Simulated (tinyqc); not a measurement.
Ways to converge the cycle: SCF convergence aids in the sto-3g basis, for H2O, spin multiplicity 1. Computed by the program tinyqc with PySCF. 

Geometry (angstrom):
```
atom       x        y       z
O     0.0000   0.0000  0.0000
H     0.0000   0.8930  0.7450
H     0.0000  -0.8930  0.7450
```

lowest restricted solution found by these runs and by PySCF = -74.916352 hartree

RHF with one setting changed at a time; a run stops when the energy changes by less than 1e-09 hartree and the error matrix is below 1e-5. The start is the Wolfsberg-Helmholz matrix. Damping d keeps d of the old density; a shift (hartree) raises the virtual levels; DIIS n extrapolates F over n matrices.

Largest element of the error matrix X^T (FDS - SDF) X:
```
iteration    plain  damping 0.3  damping 0.6  shift 0.4   DIIS 3   DIIS 8
1          4.9e-01      4.9e-01      4.9e-01    4.9e-01  4.9e-01  4.9e-01
2          1.3e-01      1.5e-01      2.9e-01    1.7e-01  1.3e-01  1.3e-01
3          3.2e-02      7.9e-02      1.7e-01    9.5e-02  3.7e-02  3.7e-02
4          1.0e-02      4.2e-02      1.1e-01    4.8e-02  6.9e-03  6.9e-03
5          3.8e-03      2.2e-02      7.8e-02    2.4e-02  2.2e-03  2.1e-03
6          1.5e-03      1.2e-02      5.7e-02    1.2e-02  9.4e-04  4.4e-05
8          3.7e-04      3.4e-03      3.0e-02    3.8e-03  1.6e-05  2.4e-09
10         9.7e-05      1.1e-03      1.6e-02    1.5e-03        -        -
14         6.5e-06      1.6e-04      4.7e-03    2.9e-04        -        -
20               -      1.3e-05      8.0e-04    2.3e-05        -        -
30               -            -      6.2e-05          -        -        -
```

How each run ends:
```
run          iterations  E (hartree)         state
plain                14   -74.916352  lowest found
damping 0.3          21   -74.916352  lowest found
damping 0.6          41   -74.916352  lowest found
shift 0.4            23   -74.916352  lowest found
DIIS 3                9   -74.916352  lowest found
DIIS 8                8   -74.916352  lowest found
```

6 of 6 runs reach the lowest restricted solution found, in 8 to 41 iterations (fastest: DIIS 8). Plain steps already contract here, so damping only slows them. DIIS 3 and DIIS 8 gain by cancelling the error over several earlier matrices, much as a quasi-Newton step does.
